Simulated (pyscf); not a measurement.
Structures and frequencies: ωB97X-D3(BJ)/def2-SVP in PySCF.

### Question
Estimate by transition-state theory the rate constant of HO–WH(F)(F)(F)–F + hydrogen (H₂) -> F–WH₂(F)(F)–F + water (H₂O) (singlet surface; O–W, H–H broken, H–W, H–O formed) at 600 K, with ωB97M-D3(BJ)/def2-TZVP energies (ideal gas, 1 atm, RRHO with modes under 100 cm⁻¹ raised to 100, one conformer, R ln 2 for chiral ones without a mode under 150 cm⁻¹; no tunnelling).

### Answer
The electronic barrier is 31.7 kcal/mol and the thermal terms add +23.4, so ΔG‡ = 55.1 kcal/mol. With k_BT/h = 1.25e+13 s⁻¹ and RT = 1.192 kcal/mol, and a volume of 8.18e-20 cm³ per molecule at 1 atm, k = 8.9e-27 cm³ molecule⁻¹ s⁻¹. Wigner's tunnelling factor for 1141i cm⁻¹ would be 1.31. A shift of 1 kcal/mol in the barrier changes k by a factor 2.3. On the product side the descent ends in an adduct with a O–W contact (not fully relaxed), 9.5 kcal/mol under the separated species and 25.6 kcal/mol under the saddle at ωB97X-D3(BJ)/def2-TZVP. What is counted as broken (O–W) persists as a longer contact in the product adduct; parting that adduct is a step of its own. At the saddle there is also a short H–W contact that neither side keeps. One saddle was located; it need not be the lowest between these sides. Elements past Kr carry the def2 core potentials, without spin-orbit coupling.
